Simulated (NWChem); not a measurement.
chlorine (Cl2); SMILES ClCl

```xyz
2

Cl     0.0000     0.0000     1.0128
Cl     0.0000     0.0000    -1.0128
```
Atoms are numbered in this order, from 1.

Computed with NWChem. Geometry optimised at PBE0/def2-SVP; all other runs use it. 

```
quantity                                                             level       value
----------------------------------------------------  --------------------  ----------
vertical, lowest excitation, singlet (eV)             B3LYP/def2-SVPD, TDA  (withheld)
isotropic polarisability (bohr³), static                   B3LYP/def2-SVPD        30.8
cavity-dispersion-structure term (kcal/mol) in water    PBE0/def2-SVP, SMD         0.8
−ε(HOMO) (eV)                                               B3LYP/def2-SVP        8.20
highest harmonic frequency (cm⁻¹)                            PBE0/def2-SVP  (withheld)
```

Question: Fill in the missing entries.

Answer: 
- vertical, lowest excitation, singlet (eV), value: 3.34
- highest harmonic frequency (cm⁻¹), value: 528
